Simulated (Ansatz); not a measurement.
**CHAlO (triplet): wB97M-V, B2PLYP over vertical spin and charge gaps, def2-QZVPP**

How well do these functionals follow the top wave-function level for CHAlO (triplet) over vertical spin and charge gaps?

Computed with Ansatz 0.2.0, Gaussian basis. Level: def2-QZVPP, all electrons in the functionals, frozen cores in the correlation of double hybrids and RPA.

To be run: wB97M-V, B2PLYP, at charge 0, triplet; charge 0, singlet; charge 0, quintet; charge 1, doublet; charge 1, quartet.

2 further runs of the same task are left out: 2 set aside as unsound or not needed.

### Step 1. What is computed

The geometry is a PBE0/def2-TZVP stationary point (not a proven minimum).

4 atoms, charge 0, spin multiplicity 3.

Atoms are counted from 1 here; the program's logs count them from 0.

Bond lengths: Al1–C2 1.926 Å, Al1–H4 1.582 Å, C2–O3 1.150 Å. Angles: C2–Al1–H4 114.0°, Al1–C2–O3 172.0°.

No dispersion term is added; wB97M-V holds VV10 nonlocal correlation.

The geometry shown and the zero of energy belong to the point charge 0, triplet. The yardstick, UCCSD(T), and other wave-function levels (R restricted, U unrestricted, valence and pair active spaces) come from earlier runs.

### Step 2. wB97M-V, charge 0, triplet

The input, in.yaml:

```yaml
crystal:
  periodic: [false, false, false]
  atoms:
    - {symbol: Al, position_ang: [0.000000, -0.106146, 1.272497]}
    - {symbol: C, position_ang: [0.000000, 0.083663, -0.643702]}
    - {symbol: O, position_ang: [0.000000, 0.036255, -1.792225]}
    - {symbol: H, position_ang: [0.000000, 1.269000, 2.055591]}
basis:
  gaussian: {orbitals: "def2-QZVPP.json"}
magnetization: {spin_polarized: true, initial_magnetization: 2}
hamiltonian: {xc: {name: wB97M-V}}
output: {orbitals: {seedname: orbitals}}
```

The run is started by

```console
> ansatz run in.yaml --threads 1 --pin off --events-out ev --progress --plain --max-ram 2393MiB
```

The program printed, cut to the lines that bear on the results:

```text
Functional definition: wB97M-V
  name "wB97M-V"
  cite "Mardirossian & Head-Gordon, J. Chem. Phys. 144, 214110 (2016) doi:10.1063/1.4952647"
  cite "Becke, J. Chem. Phys. 107, 8554 (1997) doi:10.1063/1.475007"
  cite "Vydrov & Van Voorhis, J. Chem. Phys. 133, 244103 (2010) doi:10.1063/1.3521275"
  # Of w^i u^j: cxij and so on, Table III.
[...]
  gx(w, u) = 1 - cx + cx01*u + cx10*w
  gss(w, u) = css00 + css04*u^4 + css10*w + css20*w^2 + css43*w^4*u^3
  gos(w, u) = cos00 + cos10*w + (cos20 + cos21*u)*w^2 + (cos60 + cos61*u)*w^6
[...]
      + integral(e_c_pw_mod_opposite_spin*gos(b97_w_opposite, b97_u_opposite)) + vv10(b, c)
769 factors; their error is unknown
194 factors; integrals over basis functions are off by at most 2.0e-5 eV
[...]
mean field -9695.12166631 eV, -356.2891496472 hartree, gradient 3.1e-5 eV, S^2 2.002678; 1 other end points of the search recorded, 0 dependent functions left out
reference -9695.12171831 eV, -356.2891515583 hartree; 15, 13 occupied and 199, 201 virtual orbitals, 769 factors
Total energy: -9695.12171831 eV, -356.2891515583 hartree
```

Run time: 22 s. Hardware: 1 thread of Arm Neoverse V2, shared host; peak memory 0.56 GiB.

From the report: ⟨S²⟩ of the determinant 2.003 (pure triplet: 2.00).

### Step 3. wB97M-V, charge 0, singlet

Edit in.yaml of step 2 so:

```diff
@@ -9,3 +9,3 @@
   gaussian: {orbitals: "def2-QZVPP.json"}
-magnetization: {spin_polarized: true, initial_magnetization: 2}
+magnetization: {spin_polarized: true, initial_magnetization: 0}
 hamiltonian: {xc: {name: wB97M-V}}
```

Same command.

The program printed, cut to the lines that bear on the results:

```text
Functional definition: wB97M-V
  name "wB97M-V"
  cite "Mardirossian & Head-Gordon, J. Chem. Phys. 144, 214110 (2016) doi:10.1063/1.4952647"
  cite "Becke, J. Chem. Phys. 107, 8554 (1997) doi:10.1063/1.475007"
  cite "Vydrov & Van Voorhis, J. Chem. Phys. 133, 244103 (2010) doi:10.1063/1.3521275"
  # Of w^i u^j: cxij and so on, Table III.
[...]
  gx(w, u) = 1 - cx + cx01*u + cx10*w
  gss(w, u) = css00 + css04*u^4 + css10*w + css20*w^2 + css43*w^4*u^3
  gos(w, u) = cos00 + cos10*w + (cos20 + cos21*u)*w^2 + (cos60 + cos61*u)*w^6
[...]
      + integral(e_c_pw_mod_opposite_spin*gos(b97_w_opposite, b97_u_opposite)) + vv10(b, c)
769 factors; their error is unknown
194 factors; integrals over basis functions are off by at most 2.0e-5 eV
[...]
mean field -9695.20001979 eV, -356.2920290846 hartree, gradient 1.0e-6 eV, S^2 0.000000; 3 other end points of the search recorded, 0 dependent functions left out
reference -9695.20007175 eV, -356.2920309941 hartree; 14, 14 occupied and 200, 200 virtual orbitals, 769 factors
Total energy: -9695.20007175 eV, -356.2920309941 hartree
```

Wall time 54 s (1 thread of Arm Neoverse V2, shared host); peak memory 0.72 GiB.

From the report: ⟨S²⟩ of the determinant 0.000 (pure singlet: 0.00).

From charge 0, triplet: -7.6 kJ/mol.

### Step 4. wB97M-V, charge 0, quintet

Edit in.yaml of step 3 so:

```diff
@@ -9,3 +9,3 @@
   gaussian: {orbitals: "def2-QZVPP.json"}
-magnetization: {spin_polarized: true, initial_magnetization: 0}
+magnetization: {spin_polarized: true, initial_magnetization: 4}
 hamiltonian: {xc: {name: wB97M-V}}
```

The command is unchanged.

The program printed, cut to the lines that bear on the results:

```text
Functional definition: wB97M-V
  name "wB97M-V"
  cite "Mardirossian & Head-Gordon, J. Chem. Phys. 144, 214110 (2016) doi:10.1063/1.4952647"
  cite "Becke, J. Chem. Phys. 107, 8554 (1997) doi:10.1063/1.475007"
  cite "Vydrov & Van Voorhis, J. Chem. Phys. 133, 244103 (2010) doi:10.1063/1.3521275"
  # Of w^i u^j: cxij and so on, Table III.
[...]
  gx(w, u) = 1 - cx + cx01*u + cx10*w
  gss(w, u) = css00 + css04*u^4 + css10*w + css20*w^2 + css43*w^4*u^3
  gos(w, u) = cos00 + cos10*w + (cos20 + cos21*u)*w^2 + (cos60 + cos61*u)*w^6
[...]
      + integral(e_c_pw_mod_opposite_spin*gos(b97_w_opposite, b97_u_opposite)) + vv10(b, c)
769 factors; their error is unknown
194 factors; integrals over basis functions are off by at most 2.0e-5 eV
[...]
mean field -9688.83189149 eV, -356.0580046863 hartree, gradient 4.6e-5 eV, S^2 6.003686; 1 other end points of the search recorded, 0 dependent functions left out
reference -9688.83194175 eV, -356.0580065332 hartree; 16, 12 occupied and 198, 202 virtual orbitals, 769 factors
Total energy: -9688.83194175 eV, -356.0580065332 hartree
```

Run time: 29 s. Hardware: 1 thread of Arm Neoverse V2, shared host; peak memory 0.57 GiB.

From the report: ⟨S²⟩ of the determinant 6.004 (pure quintet: 6.00).

From charge 0, triplet: +606.9 kJ/mol.

### Step 5. wB97M-V, charge 1, doublet

Edit in.yaml of step 4 so:

```diff
@@ -9,3 +9,4 @@
   gaussian: {orbitals: "def2-QZVPP.json"}
-magnetization: {spin_polarized: true, initial_magnetization: 4}
+total_charge: 1
+magnetization: {spin_polarized: true, initial_magnetization: 1}
 hamiltonian: {xc: {name: wB97M-V}}
```

Launched as before.

The program printed, cut to the lines that bear on the results:

```text
Functional definition: wB97M-V
  name "wB97M-V"
  cite "Mardirossian & Head-Gordon, J. Chem. Phys. 144, 214110 (2016) doi:10.1063/1.4952647"
  cite "Becke, J. Chem. Phys. 107, 8554 (1997) doi:10.1063/1.475007"
  cite "Vydrov & Van Voorhis, J. Chem. Phys. 133, 244103 (2010) doi:10.1063/1.3521275"
  # Of w^i u^j: cxij and so on, Table III.
[...]
  gx(w, u) = 1 - cx + cx01*u + cx10*w
  gss(w, u) = css00 + css04*u^4 + css10*w + css20*w^2 + css43*w^4*u^3
  gos(w, u) = cos00 + cos10*w + (cos20 + cos21*u)*w^2 + (cos60 + cos61*u)*w^6
[...]
      + integral(e_c_pw_mod_opposite_spin*gos(b97_w_opposite, b97_u_opposite)) + vv10(b, c)
769 factors; their error is unknown
194 factors; integrals over basis functions are off by at most 2.0e-5 eV
[...]
mean field -9687.88027265 eV, -356.0230333387 hartree, gradient 4.5e-5 eV, S^2 0.752139; 1 other end points of the search recorded, 0 dependent functions left out
reference -9687.88032261 eV, -356.0230351748 hartree; 14, 13 occupied and 200, 201 virtual orbitals, 769 factors
Total energy: -9687.88032261 eV, -356.0230351748 hartree
```

Wall time 25 s (1 thread of Arm Neoverse V2, shared host); peak memory 0.56 GiB.

From the report: ⟨S²⟩ of the determinant 0.752 (pure doublet: 0.75).

From charge 0, triplet: +698.7 kJ/mol.

### Step 6. wB97M-V, charge 1, quartet

Edit in.yaml of step 5 so:

```diff
@@ -10,3 +10,3 @@
 total_charge: 1
-magnetization: {spin_polarized: true, initial_magnetization: 1}
+magnetization: {spin_polarized: true, initial_magnetization: 3}
 hamiltonian: {xc: {name: wB97M-V}}
```

The command is unchanged.

The program printed, cut to the lines that bear on the results:

```text
Functional definition: wB97M-V
  name "wB97M-V"
  cite "Mardirossian & Head-Gordon, J. Chem. Phys. 144, 214110 (2016) doi:10.1063/1.4952647"
  cite "Becke, J. Chem. Phys. 107, 8554 (1997) doi:10.1063/1.475007"
  cite "Vydrov & Van Voorhis, J. Chem. Phys. 133, 244103 (2010) doi:10.1063/1.3521275"
  # Of w^i u^j: cxij and so on, Table III.
[...]
  gx(w, u) = 1 - cx + cx01*u + cx10*w
  gss(w, u) = css00 + css04*u^4 + css10*w + css20*w^2 + css43*w^4*u^3
  gos(w, u) = cos00 + cos10*w + (cos20 + cos21*u)*w^2 + (cos60 + cos61*u)*w^6
[...]
      + integral(e_c_pw_mod_opposite_spin*gos(b97_w_opposite, b97_u_opposite)) + vv10(b, c)
769 factors; their error is unknown
194 factors; integrals over basis functions are off by at most 2.0e-5 eV
[...]
mean field -9682.87450035 eV, -355.8390745998 hartree, gradient 1.9e-5 eV, S^2 3.752249; 1 other end points of the search recorded, 0 dependent functions left out
reference -9682.87455050 eV, -355.8390764427 hartree; 15, 12 occupied and 199, 202 virtual orbitals, 769 factors
Total energy: -9682.87455050 eV, -355.8390764427 hartree
```

Run time: 26 s. Hardware: 1 thread of Arm Neoverse V2, shared host; peak memory 0.57 GiB.

From the report: ⟨S²⟩ of the determinant 3.752 (pure quartet: 3.75).

From charge 0, triplet: +1181.7 kJ/mol.

### Step 7. B2PLYP, charge 0, triplet

Edit in.yaml of step 6 so:

```diff
@@ -9,5 +9,4 @@
   gaussian: {orbitals: "def2-QZVPP.json"}
-total_charge: 1
-magnetization: {spin_polarized: true, initial_magnetization: 3}
-hamiltonian: {xc: {name: wB97M-V}}
-output: {orbitals: {seedname: orbitals}}
+magnetization: {spin_polarized: true, initial_magnetization: 2}
+hamiltonian: {xc: {name: B2PLYP}}
+correlation: {electrons: outside_noble_gas}
```

Same command.

The program printed, cut to the lines that bear on the results:

```text
Functional definition: B2PLYP
  name "B2PLYP"
  cite "Grimme, J. Chem. Phys. 124, 034108 (2006) doi:10.1063/1.2148954"
  cite "Becke, Phys. Rev. A 38, 3098 (1988) doi:10.1103/PhysRevA.38.3098"
  cite "Lee, Yang & Parr, Phys. Rev. B 37, 785 (1988) doi:10.1103/PhysRevB.37.785"
[...]
1304 factors; integrals over basis functions are off by at most 8.4e-4 eV
[...]
mean field -9687.42570473 eV, -356.0063282758 hartree, gradient 5.0e-6 eV, S^2 2.006516; 2 other end points of the search recorded, 0 dependent functions left out
7 core orbitals not correlated: weight in the atoms' cores, before any rotation towards them, 1.000 or more for the frozen orbitals, at most 0.000 for the correlated occupied ones
reference -9687.42584886 eV, -356.0063335725 hartree; 8, 6 occupied and 199, 201 virtual orbitals, 1304 factors
second order -15.05408436 eV of doubles, -0.00000000 eV of singles
Total energy: -9691.49045164 eV, -356.1557049695 hartree
```

Run time: 15 s. Hardware: 1 thread of Arm Neoverse V2, shared host; peak memory 0.51 GiB.

From the report: ⟨S²⟩ of the determinant 2.007 (pure triplet: 2.00).

### Step 8. B2PLYP, charge 0, singlet

Edit in.yaml of step 7 so:

```diff
@@ -9,3 +9,3 @@
   gaussian: {orbitals: "def2-QZVPP.json"}
-magnetization: {spin_polarized: true, initial_magnetization: 2}
+magnetization: {spin_polarized: true, initial_magnetization: 0}
 hamiltonian: {xc: {name: B2PLYP}}
```

Launched as before.

The program printed, cut to the lines that bear on the results:

```text
Functional definition: B2PLYP
  name "B2PLYP"
  cite "Grimme, J. Chem. Phys. 124, 034108 (2006) doi:10.1063/1.2148954"
  cite "Becke, Phys. Rev. A 38, 3098 (1988) doi:10.1103/PhysRevA.38.3098"
  cite "Lee, Yang & Parr, Phys. Rev. B 37, 785 (1988) doi:10.1103/PhysRevB.37.785"
[...]
1304 factors; integrals over basis functions are off by at most 8.4e-4 eV
[...]
mean field -9687.31845857 eV, -356.0023870521 hartree, gradient 4.6e-6 eV, S^2 0.673151; 8 other end points of the search recorded, 0 dependent functions left out
7 core orbitals not correlated: weight in the atoms' cores, before any rotation towards them, 1.000 or more for the frozen orbitals, at most 0.000 for the correlated occupied ones
reference -9687.31860230 eV, -356.0023923343 hartree; 7, 7 occupied and 200, 200 virtual orbitals, 1304 factors
second order -15.53717384 eV of doubles, -0.00000000 eV of singles
Total energy: -9691.51363924 eV, -356.1565570982 hartree
```

Wall time 63 s (1 thread of Arm Neoverse V2, shared host); peak memory 0.63 GiB.

From the report: ⟨S²⟩ of the determinant 0.673 (pure singlet: 0.00). The determinant is far from a pure spin state, so its energy mixes those of several spin states (harmless only where they are near-degenerate, as at dissociation).

From charge 0, triplet: -2.2 kJ/mol.

### Step 9. B2PLYP, charge 0, quintet

Edit in.yaml of step 8 so:

```diff
@@ -9,3 +9,3 @@
   gaussian: {orbitals: "def2-QZVPP.json"}
-magnetization: {spin_polarized: true, initial_magnetization: 0}
+magnetization: {spin_polarized: true, initial_magnetization: 4}
 hamiltonian: {xc: {name: B2PLYP}}
```

The command is unchanged.

The program printed, cut to the lines that bear on the results:

```text
Functional definition: B2PLYP
  name "B2PLYP"
  cite "Grimme, J. Chem. Phys. 124, 034108 (2006) doi:10.1063/1.2148954"
  cite "Becke, Phys. Rev. A 38, 3098 (1988) doi:10.1103/PhysRevA.38.3098"
  cite "Lee, Yang & Parr, Phys. Rev. B 37, 785 (1988) doi:10.1103/PhysRevB.37.785"
[...]
1304 factors; integrals over basis functions are off by at most 8.4e-4 eV
[...]
mean field -9681.49805208 eV, -355.7884910588 hartree, gradient 7.9e-6 eV, S^2 6.007215; 5 other end points of the search recorded, 0 dependent functions left out
7 core orbitals not correlated: weight in the atoms' cores, before any rotation towards them, 1.000 or more for the frozen orbitals, at most 0.000 for the correlated occupied ones
reference -9681.49819711 eV, -355.7884963886 hartree; 9, 5 occupied and 198, 202 virtual orbitals, 1304 factors
second order -14.30620203 eV of doubles, -0.00000000 eV of singles
Total energy: -9685.36087166 eV, -355.9304470599 hartree
```

Run time: 48 s. Hardware: 1 thread of Arm Neoverse V2, shared host; peak memory 0.67 GiB.

From the report: ⟨S²⟩ of the determinant 6.007 (pure quintet: 6.00).

From charge 0, triplet: +591.4 kJ/mol.

### Step 10. B2PLYP, charge 1, doublet

Edit in.yaml of step 9 so:

```diff
@@ -9,3 +9,4 @@
   gaussian: {orbitals: "def2-QZVPP.json"}
-magnetization: {spin_polarized: true, initial_magnetization: 4}
+total_charge: 1
+magnetization: {spin_polarized: true, initial_magnetization: 1}
 hamiltonian: {xc: {name: B2PLYP}}
```

The command is unchanged.

The program printed, cut to the lines that bear on the results:

```text
Functional definition: B2PLYP
  name "B2PLYP"
  cite "Grimme, J. Chem. Phys. 124, 034108 (2006) doi:10.1063/1.2148954"
  cite "Becke, Phys. Rev. A 38, 3098 (1988) doi:10.1103/PhysRevA.38.3098"
  cite "Lee, Yang & Parr, Phys. Rev. B 37, 785 (1988) doi:10.1103/PhysRevB.37.785"
[...]
1304 factors; integrals over basis functions are off by at most 8.4e-4 eV
[...]
mean field -9680.21935089 eV, -355.7414996568 hartree, gradient 5.0e-6 eV, S^2 0.755294; 2 other end points of the search recorded, 0 dependent functions left out
7 core orbitals not correlated: weight in the atoms' cores, before any rotation towards them, 1.000 or more for the frozen orbitals, at most 0.000 for the correlated occupied ones
reference -9680.21949183 eV, -355.7415048365 hartree; 7, 6 occupied and 200, 201 virtual orbitals, 1304 factors
second order -14.93439652 eV of doubles, -0.00000000 eV of singles
Total energy: -9684.25177889 eV, -355.8896886527 hartree
```

It took 18 s on 1 thread of Arm Neoverse V2, shared host; peak memory 0.63 GiB.

From the report: ⟨S²⟩ of the determinant 0.755 (pure doublet: 0.75).

From charge 0, triplet: +698.4 kJ/mol.

### Step 11. B2PLYP, charge 1, quartet

Edit in.yaml of step 10 so:

```diff
@@ -10,3 +10,3 @@
 total_charge: 1
-magnetization: {spin_polarized: true, initial_magnetization: 1}
+magnetization: {spin_polarized: true, initial_magnetization: 3}
 hamiltonian: {xc: {name: B2PLYP}}
```

Launched as before.

The program printed, cut to the lines that bear on the results:

```text
Functional definition: B2PLYP
  name "B2PLYP"
  cite "Grimme, J. Chem. Phys. 124, 034108 (2006) doi:10.1063/1.2148954"
  cite "Becke, Phys. Rev. A 38, 3098 (1988) doi:10.1103/PhysRevA.38.3098"
  cite "Lee, Yang & Parr, Phys. Rev. B 37, 785 (1988) doi:10.1103/PhysRevB.37.785"
[...]
1304 factors; integrals over basis functions are off by at most 8.4e-4 eV
[...]
mean field -9675.58478850 eV, -355.5711826306 hartree, gradient 4.4e-6 eV, S^2 3.754067; 2 other end points of the search recorded, 0 dependent functions left out
7 core orbitals not correlated: weight in the atoms' cores, before any rotation towards them, 1.000 or more for the frozen orbitals, at most 0.000 for the correlated occupied ones
reference -9675.58492943 eV, -355.5711878095 hartree; 8, 5 occupied and 199, 202 virtual orbitals, 1304 factors
second order -14.27231408 eV of doubles, -0.00000000 eV of singles
Total energy: -9679.43845423 eV, -355.7128022340 hartree
```

Run time: 18 s. Hardware: 1 thread of Arm Neoverse V2, shared host; peak memory 0.63 GiB.

From the report: ⟨S²⟩ of the determinant 3.754 (pure quartet: 3.75).

From charge 0, triplet: +1162.8 kJ/mol.

### Step 12. The comparison

No level is safe as a reference over these points; UCCSD(T) serves as a yardstick only. It comes from earlier runs at the same points. Energies in kJ/mol, counted from charge 0, triplet; blanks weren't run or aren't comparable.

| level | triplet to singlet | triplet to quintet | ionisation to the doublet cation | ionisation to the quartet cation |
| --- | --- | --- | --- | --- |
| UCCSD(T) |  | 580.3 | 700.1 | 1157.5 |
| wB97M-V | -7.6 | 606.9 | 698.7 | 1181.7 |
| B2PLYP | -2.2 | 591.4 | 698.4 | 1162.8 |

Largest miss and mean time a point (UCCSD(T) took 1.7 min a point; shared hosts):

| level | largest miss (kJ/mol) | where | time a point |
| --- | --- | --- | --- |
| wB97M-V | +26.6 | triplet to quintet | 31 s |
| B2PLYP | +11.2 | triplet to quintet | 32 s |

### Step 13. Results

| quantity | value |
| --- | --- |
| triplet to quintet, UCCSD(T) | 580.3 kJ/mol |
| ionisation to the doublet cation, UCCSD(T) | 700.1 kJ/mol |
| ionisation to the quartet cation, UCCSD(T) | 1157.5 kJ/mol |
| largest miss, wB97M-V | +26.6 kJ/mol (triplet to quintet) |
| largest miss, B2PLYP | +11.2 kJ/mol (triplet to quintet) |

Misses are known at 3 of 4 points at best, and only functionals with that many are ranked. Of the functionals, B2PLYP keep the smallest largest miss at the points compared (at most 11.2 kJ/mol) and wB97M-V strays most (26.6 kJ/mol, at triplet to quintet). B2PLYP clearly breaks the spin symmetry at some points (⟨S²⟩ up to 0.67 above the pure value), so energy there is bought with a mixed spin. Functionals and the yardstick converge differently with the basis, so part of each miss in def2-QZVPP is the basis. The yardstick itself may be off where one determinant is a poor start.
